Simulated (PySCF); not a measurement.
## Löwdin shares of the frontier orbitals

Species: benzvalene, C₆H₆.
Geometry (PBE0-D3(BJ)/def2-TZVP, Å), atoms numbered from 1 in this order:
```xyz
12
C6H6 angstrom
C      1.353    0.697   -0.241
C      1.263   -0.599   -0.531
C     -0.099   -1.022   -0.062
C     -0.495   -0.164    1.123
C      0.045    1.056    0.402
C     -1.040    0.162   -0.168
H      2.174    1.376   -0.417
H      1.994   -1.241   -1.000
H     -0.481   -2.031   -0.157
H     -0.916   -0.353    2.100
H     -0.199    2.050    0.755
H     -2.036    0.318   -0.557
```

Method: TDDFT CAM-B3LYP/aug-cc-pVTZ, vertical, gas phase, core orbitals frozen in the response in PySCF 2.14.0, density-fitted response routines. Isolated species at its PBE0-D3(BJ)/def2-TZVP geometry, gas phase.

Kohn–Sham orbitals with the atoms that hold most of them (Löwdin shares over 4%, at most four atoms; ? is withheld):

```tsv
orbital	ε (eV)	atoms
HOMO-3	-11.51	C2 19%, C1 19%, C5 17%, C3 16%
HOMO-2	-9.88	C5 22%, C3 22%, C6 19%, C4 18%
HOMO-1	-9.12	?
HOMO	-7.61	?
LUMO	0.30	H12 24%, H10 24%, H9 15%, H11 15%
LUMO+1	0.61	H11 29%, H9 29%, H7 8%, H8 7%
LUMO+2	0.62	H8 32%, H7 32%, H12 7%, H10 7%
```

Task: Which atoms hold the HOMO-1, and with what shares?

Result: C4 (bonded to 3 C and H) 28%; C6 (bonded to 3 C and H) 28%; C3 (bonded to 3 C and H) 10%; C5 (bonded to 3 C and H) 10%.

Task: Give the leading atoms of the HOMO.

Result: C1 (bonded to 2 C and H) 28%; C2 (bonded to 2 C and H) 28%; C5 (bonded to 3 C and H) 8%; C3 (bonded to 3 C and H) 8%.

Task: The HOMO–LUMO gap is 7.91 eV. Where does the response calculation put the lowest singlet, and from which orbitals?

Result: S1 is at 5.62 eV (f = 0.061), 2.29 eV below the gap, made of HOMO→LUMO+6 (95%). 

Next come S2 at 5.69 eV (f 0.031), HOMO→LUMO (71%), HOMO→LUMO+2 (21%); S3 at 6.12 eV (f 0.0001), HOMO→LUMO+2 (67%), HOMO→LUMO (22%); S4 at 6.17 eV (f 0.0000), HOMO→LUMO+1 (90%); S5 at 6.31 eV (f 0.0016), HOMO→LUMO+3 (82%), HOMO→LUMO+7 (14%).

Löwdin shares depend on the basis, the more so with diffuse functions.
